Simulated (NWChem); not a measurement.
Everything below was run with NWChem. System: hydrogen chloride (HCl), charge 0, spin multiplicity 1, at a geometry optimised with PBE0/def2-SVP. Level: MP2/def2-TZVP, 5 core orbitals frozen.

The NWChem input:

```
start mol
memory heap 200 mb stack 900 mb global 1100 mb
geometry units angstroms nocenter noautoz
  Cl     0.000000     0.000000     0.071399
  H      0.000000     0.000000    -1.213790
  symmetry group C2v
end
basis spherical
  * library def2-tzvp
end
scf
  rhf
  nopen 0
  maxiter 100
  thresh 1e-7
  semidirect memsize 60000000 filesize 0
end
mp2
  freeze core 5
end
task mp2 energy
```

Part of the output:

```
             Northwest Computational Chemistry Package (NWChem) 7.3.0
             --------------------------------------------------------

                                NWChem Input Module
                                -------------------

 Scaling coordinates for geometry "geometry" by  1.889725989
 (inverse scale =  0.529177249)

 Turning off AUTOSYM since
 SYMMETRY directive was detected!

                             Geometry "geometry" -> ""
                             -------------------------

 Output coordinates in angstroms (scale by  1.889725989 to convert to a.u.)

  No.       Tag          Charge          X              Y              Z
 ---- ---------------- ---------- -------------- -------------- --------------
    1 Cl                  17.0000     0.00000000     0.00000000     0.07139900
    2 H                    1.0000     0.00000000     0.00000000    -1.21379000

 Effective nuclear repulsion energy (a.u.)       6.9997589716

            Nuclear Dipole moment (a.u.)
            ----------------------------
        X                 Y               Z
 ---------------- ---------------- ----------------
     0.0000000000     0.0000000000    -0.0000132281

      Symmetry information
      --------------------

 Group name             C2v
 Group number             16
 Group order               4
 No. of unique centers     2

      Symmetry unique atoms

     1    2


 Summary of "ao basis" -> "" (spherical)
 ------------------------------------------------------------------------------
       Tag                 Description            Shells   Functions and Types
 ---------------- ------------------------------  ------  ---------------------
 *                         def2-tzvp                  on all atoms

 Summary of "ao basis" -> "ao basis" (spherical)
 ------------------------------------------------------------------------------
       Tag                 Description            Shells   Functions and Types
 ---------------- ------------------------------  ------  ---------------------
 Cl                        def2-tzvp                13       37   5s5p2d1f
 H                         def2-tzvp                 4        6   3s1p

                                 NWChem SCF Module
                                 -----------------

  ao basis        = "ao basis"
  functions       =    43
  atoms           =     2
  closed shells   =     9
  open shells     =     0
  charge          =   0.00
  wavefunction    = RHF
  use symmetry    = T
  symmetry adapt  = T

 Summary of "ao basis" -> "ao basis" (spherical)
 ------------------------------------------------------------------------------
       Tag                 Description            Shells   Functions and Types
 ---------------- ------------------------------  ------  ---------------------
 Cl                        def2-tzvp                13       37   5s5p2d1f
 H                         def2-tzvp                 4        6   3s1p

      Symmetry analysis of basis
      --------------------------

        a1         20
        a2          3
        b1         10
        b2         10

 Forming initial guess at       0.1s

      Superposition of Atomic Density Guess
      -------------------------------------

 Sum of atomic energies:        -459.97749781

      Non-variational initial energy
      ------------------------------

 Total energy =    -460.044630
 1-e energy   =    -649.103824
 2-e energy   =     182.059435
 HOMO         =      -0.447324
 LUMO         =       0.072515
[...]
              MO Center= -2.6D-17,  2.2D-32,  4.6D-02, r^2= 1.2D+00
   Bfn.  Coefficient  Atom+Function         Bfn.  Coefficient  Atom+Function
  ----- ------------  ---------------      ----- ------------  ---------------
    15      0.546424  1 Cl px                18      0.367117  1 Cl px
    12      0.256807  1 Cl px                 6     -0.200259  1 Cl px

 Vector   10  Occ=0.000000D+00  E= 1.263069D-01  Symmetry=a1
              MO Center=  2.9D-16,  1.1D-15, -1.1D+00, r^2= 3.4D+00
   Bfn.  Coefficient  Atom+Function         Bfn.  Coefficient  Atom+Function
  ----- ------------  ---------------      ----- ------------  ---------------
    40      1.624209  2 H  s                  5     -0.957548  1 Cl s
    20      0.798887  1 Cl pz                17      0.167632  1 Cl pz

 Vector   11  Occ=0.000000D+00  E= 3.240963D-01  Symmetry=a1
              MO Center=  6.0D-15,  3.8D-15, -5.6D-01, r^2= 2.9D+00
   Bfn.  Coefficient  Atom+Function         Bfn.  Coefficient  Atom+Function
  ----- ------------  ---------------      ----- ------------  ---------------
    39      1.261608  2 H  s                 40     -0.890035  2 H  s
    20      0.677940  1 Cl pz                 5     -0.164072  1 Cl s

 Vector   12  Occ=0.000000D+00  E= 4.921415D-01  Symmetry=b2
              MO Center=  4.3D-31, -5.2D-15,  6.1D-02, r^2= 3.3D+00
   Bfn.  Coefficient  Atom+Function         Bfn.  Coefficient  Atom+Function
  ----- ------------  ---------------      ----- ------------  ---------------
    19      1.385932  1 Cl py                16     -1.182433  1 Cl py
     7      0.151267  1 Cl py

 center of mass
 --------------
 x =   0.00000000 y =   0.00000000 z =   0.06688993

 moments of inertia (a.u.)
 ------------------
           5.777994518185           0.000000000000           0.000000000000
           0.000000000000           5.777994518185           0.000000000000
           0.000000000000           0.000000000000           0.000000000000

  Mulliken analysis of the total density
  --------------------------------------

    Atom       Charge   Shell Charges
 -----------   ------   -------------------------------------------------------
    1 Cl  17    17.25   2.01  0.45  1.52  1.09  0.87  4.18  1.69  1.08  2.80  1.52  0.01  0.03  0.00
    2 H    1     0.75   0.22  0.45  0.05  0.04

       Multipole analysis of the density wrt the origin
       ------------------------------------------------

     L   x y z        total         open         nuclear
     -   - - -        -----         ----         -------
     0   0 0 0     -0.000000      0.000000     18.000000

     1   1 0 0     -0.000000      0.000000      0.000000
     1   0 1 0     -0.000000      0.000000      0.000000
     1   0 0 1     -0.514502      0.000000     -0.000013

     2   2 0 0    -10.426984      0.000000      0.000000
     2   1 1 0     -0.000000      0.000000      0.000000
     2   1 0 1     -0.000000      0.000000      0.000000
     2   0 2 0    -10.426984      0.000000      0.000000
     2   0 1 1     -0.000000      0.000000      0.000000
     2   0 0 2     -7.597414      0.000000      5.570678

                   NWChem MP2 Semi-direct Energy/Gradient Module
                   ---------------------------------------------

  Basis functions       =     43
  Molecular orbitals    =     43
  Frozen core           =      5
  Frozen virtuals       =      0
  Active alpha occupied =      4
  Active beta occupied  =      4
  Active alpha virtual  =     34
  Active beta virtual   =     34
  Use MO symmetry       = T
  Use skeleton AO sym   = T

  AO/Fock/Back tols     =   1.0D-09  1.0D-09  1.0D-09

 GA uses MA = F    GA memory limited = T

 Available:
  local mem=  1.26D+08
 global mem=  1.44D+08
 local disk=  0.00D+00
  mp2_memr nvloc                    34
  nvloc new                    34
   1 passes of   4:        3145728                      10569                    440654.
   1 passes of   4: M    126153338           G      144175502           F     123007610.

 Semi-direct pass number   1 of   1  for RHF alpha+beta  at        0.3s
  vrange nnbf                   946
  mp2_eaftype                    10  avail_ma_in_mb                  1099
 EAF : mp2_eaftype filesize          10     220327.
  mp2_eaf for mointskh                     10
Node 0 wrote      1.0 Mb in      0.0 s     Agg I/O rate:  1383.0 Mb/s
 Done moints_semi at        0.7s
  mp2_eaftype                    10  avail_ma_in_mb                  1089
 EAF : mp2_eaftype filesize          10     220327.
  mp2_eaf for kh                    10
 Done maket at        0.8s
 Done multipass loop at        0.8s

          -------------------------------------------
          SCF energy                -460.097913138225
          Correlation energy          -0.196544854064
          Singlet pairs               -0.127006836389
          Triplet pairs               -0.069538017674
          Total MP2 energy          -460.294457992288
          -------------------------------------------

          ---------------------------------------------------
                    Spin Component Scaled (SCS) MP2
          Same spin pairs                     -0.046358678450
          Same spin scaling factor             0.333333333333
          Opposite spin pairs                 -0.150186175614
          Opposite spin scaling fact.          1.200000000000
          SCS-MP2 correlation energy          -0.195676303553
          Total SCS-MP2 energy              -460.293589441778
          ---------------------------------------------------

 -----------------------
 Performance information
 -----------------------

 Timer overhead =  1.36D-07 seconds/call

               Nr. of calls         CPU time (s)                 Wall time (s)                GFlops
             ---------------    -------------------     ------------------------------   -------------------
Name         Min   Avg   Max    Min     Avg     Max     Min     Avg     Max   Mx/calls   Min     Max     Sum
mp2: moin     1     1     1   0.40    0.40    0.40     0.40    0.40    0.40    0.40      0.0     0.0     0.0
mp2: make     1     1     1   1.27E-2 1.27E-2 1.27E-2  1.27E-2 1.27E-2 1.27E-2 1.27E-2   0.0     0.0     0.0
mp2: tota     1     1     1   0.46    0.46    0.46     0.46    0.46    0.46    0.46      0.0     0.0     0.0

 The average no. of pstat calls per process was 3.00D+00
 with a timing overhead of 4.08D-07s

 Task  times  cpu:        0.7s     wall:        0.7s

 Total times  cpu:        0.8s     wall:        0.8s
```
